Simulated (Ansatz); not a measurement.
Reaction (SMILES): CSC + H+ → C[SH+]C
B3LYP-D3(BJ)/def2-TZVP geometries, fixed; electronic energies without zero-point terms; positive where energy is released.

Basis-set convergence of the proton affinity at MP2 with Ansatz (a first-principles code). Cartesian d functions, on some or all atoms, in 6-31G*, 6-31+G*, 6-31G**, 6-311+G**; all else is spherical. Cores are frozen. No added dispersion term, no relativity. Functions are those of the species that has most. Reference: Hartree-Fock in aug-cc-pV(Q+d)Z plus the correlation part extrapolated as X^-3 from aug-cc-pV(T+d)Z and aug-cc-pV(Q+d)Z, 202.04 kcal/mol, itself unsure by roughly 0.15 kcal/mol (a third of the extrapolation step and of the last Hartree-Fock step). Deviations are taken from unrounded values.

```json
[
 {"basis": "6-31G", "functions": "45", "proton affinity (kcal/mol)": "188.05", "minus reference (kcal/mol)": "-14.00"},
 {"basis": "6-31G*", "functions": "63", "proton affinity (kcal/mol)": "198.62", "minus reference (kcal/mol)": "-3.42"},
 {"basis": "6-31+G*", "functions": "75", "proton affinity (kcal/mol)": "197.48", "minus reference (kcal/mol)": "-4.56"},
 {"basis": "6-31G**", "functions": "84", "proton affinity (kcal/mol)": "203.58", "minus reference (kcal/mol)": "1.54"},
 {"basis": "6-311+G**", "functions": "117", "proton affinity (kcal/mol)": "203.51", "minus reference (kcal/mol)": "1.47"},
 {"basis": "jun-cc-pV(T+d)Z", "functions": "224", "proton affinity (kcal/mol)": "202.86", "minus reference (kcal/mol)": "0.81"},
 {"basis": "6-311++G(3df,3pd)", "functions": "251", "proton affinity (kcal/mol)": "203.40", "minus reference (kcal/mol)": "1.35"},
 {"basis": "aug-pcseg-2", "functions": "303", "proton affinity (kcal/mol)": "203.04", "minus reference (kcal/mol)": "1.00"},
 {"basis": "pcseg-3", "functions": "415", "proton affinity (kcal/mol)": "203.15", "minus reference (kcal/mol)": "1.11"}
]
```
